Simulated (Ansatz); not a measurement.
Results of PBE0 (plane waves, PAW; Ansatz, a quantum-chemistry and plane-wave program) for antiferromagnetic (type II) rock-salt NiO.

Settings: plane-wave cutoff 460 eV, 10×10×10 k mesh, Fermi–Dirac smearing 0.01 eV, spin-polarised with opposed moments, scalar-relativistic PAW data made under PBE.

Cell (relaxed at this level):

```xyz
4
Lattice="4.1707 2.0814 2.0814 2.0814 4.1707 2.0814 2.0814 2.0814 4.1707" Properties=species:S:1:pos:R:3 pbc="T T T"
Ni     0.0000     0.0000     0.0000
Ni     4.1667     4.1667     4.1667
O      2.0834     2.0834     2.0834
O      6.2501     6.2501     6.2501
```
Starting moments (μB, in the order of the record's atoms Ni Ni O O): 2.0 -2.0 0.0 0.0.

### Question
What does this level give for the band gap, smallest direct gap on the k points sampled, Γ–Γ gap and magnetic moment (largest site, within a sphere)?

### Answer

* **band gap**: 5.24 eV (indirect)
* **smallest direct gap on the k points sampled**: 5.81 eV
* **Γ–Γ gap**: 6.00 eV
* **magnetic moment (largest site, within a sphere)**: 1.68 μB

Moments are spin moments.

The computed numbers hold no vibrational or temperature effects.

Cost on a shared machine: about 4 core-hours (a rough figure).
